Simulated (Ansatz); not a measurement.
Results of PBE-D4 (plane waves, PAW; Ansatz, an electronic-structure program) for tetradymite Bi₂Se₃.

Numerical settings: plane-wave cutoff 500 eV, 12×12×12 k mesh, Fermi–Dirac smearing 0.05 eV, scalar-relativistic PAW data made under PBE.

Cell (relaxed at this level):

Bi₂Se₃ is taken in the trigonal space group R-3m, hexagonal axes (No. 166), Pearson symbol hR5. Conventional cell: a = b = 4.1419 Å, c = 28.4461 Å, α = β = 90.00°, γ = 120.00°. Bi on 6c is coordinated by 3 Se at 2.862 Å and 3 Se at 3.067 Å (octahedral). Se1 on 3a is surrounded by 6 Bi at 3.067 Å (octahedral). Se2 on 6c is coordinated by 3 Bi at 2.862 Å (trigonal pyramidal). (Neighbours: up to the widest gap in distance over summed covalent radii, below 1.35, at either atom; cation-cation and far metal-metal contacts left out.)
(The calculation used a cell of 5 atoms; values per cell refer to that cell.)

Problem. What does this level give for the band gap?

Solution. 
- band gap = 0.16 eV (on the SCF k mesh)

Measured, for comparison: band gap 0.3 eV (temperature not stated, no zero-point or thermal correction; as tabulated in Park and Ryu (2016), arXiv:1610.06451).

Spin–orbit coupling is not included; with these elements it can move the gap by several tenths of an eV or more.

The computed numbers hold no vibrational or temperature effects.

Computing time: very roughly 7 core-minutes.
